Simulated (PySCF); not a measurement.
Species: C4H6N2.
SMILES: `[H]/N=C(\C=C)N=C`

Torsions of this conformer, `[H]/[N:4]=[C:3](\[CH:2]=[CH2:1])[N:5]=[CH2:6]`: C1–C2–C3–N4 -169°, C2–C3–N5–C6 130°.

The closed-shell ground state was solved at several levels (PySCF, density fitting, gas phase, non-relativistic). The structure is a single GFN2-xTB conformer in the gas phase; no vibrational or solvent corrections.

```
        level  basis functions  total energy (Eh)  HOMO (eV)  LUMO (eV)  gap (eV)  dipole (D)
PBE0/pcSseg-1              132          -265.1263      -7.35      -1.35      6.00        2.03
  B3LYP/pcJ-1              222          -265.4905      -7.10      -1.54      5.56        2.01
```

**Question.** Estimate the row for wB97X-D/def2-SVPD, a basis of 168 functions; the other rows only guide the guess.

**Answer.** Total energy -265.1980 Eh, HOMO -9.27 eV, LUMO 0.36 eV, gap 9.63 eV, dipole 2.05 D.

**Question.** Over all these levels, which gives the widest orbital gap and which the narrowest?

**Answer.** wB97X-D/def2-SVPD (range-separated hybrid) has the widest, 9.63 eV, and B3LYP/pcJ-1 (global hybrid, 20 % exact exchange) the narrowest, 5.56 eV. Functional and basis both differ between the two, so the spread mixes both effects.

**Question.** How far do the dipole and the HOMO energy spread over the levels?

**Answer.** The dipole runs from 2.01 to 2.05 D (mean 2.03 D) and the HOMO from -9.27 to -7.10 eV.

Note: wB97X-D ran without an empirical dispersion term, which enters the total energy and its gradient alone.
